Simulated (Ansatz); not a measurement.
Results of HSE06 (PAW; Ansatz, an electronic-structure program) for bcc Rb.

A relaxed, unreconstructed slab of the (111) face has 12 atoms, two equal faces of 57.104 Å² each and an energy of -39237.0356 eV. A bulk cell of 3 atoms with the same orientation and in-plane k mesh has -9809.4455 eV. Energies are extrapolated to zero smearing.

Settings: plane-wave cutoff 500 eV, 4×4×1 k mesh (along the axes of the cell as run), Fermi–Dirac smearing 0.1 eV, scalar-relativistic PAW data made under PBE.

Worked out: γ = (E_slab − N E_bulk per atom)/2A = [-39237.0356 − 12 × (-9809.4455/3)]/(2 × 57.104) = 0.0065 eV/Å². With 16.022 J/m² per eV/Å² this is 0.10 J/m², or 0.37 eV per surface cell and face.

Note: exact exchange on metals is sensitive to the k mesh and can open a false gap; the run warned that the count of filled bands differs between k points; the run warned that its SCF threshold was loose for the stress; the run warned of electron density left in the vacuum; the run warned that its exchange threshold was loose for the stress.
